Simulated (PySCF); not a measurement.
Method: PBE-D3(BJ)/def2-TZVP // BP86-D3(BJ)/def2-SVP run with PySCF. All species are isolated molecules in the gas phase. 

Reference species (SMILES): `[S+]#[C-]` (neutral, multiplicity 1).

The HOMO is -7.41 eV and the HOMO–LUMO gap is 3.97 eV. The LUMO is -3.44 eV.

Changed species: `C=C` (free ligand C2H4; the reference has free ligand CS).

Question: What does the change do to the HOMO, HOMO–LUMO gap and LUMO?

Answer: the HOMO goes up by 0.71 eV, to -6.70 eV; the HOMO–LUMO gap increases by 1.69 eV, to 5.66 eV; the LUMO goes up by 2.40 eV, to -1.04 eV.
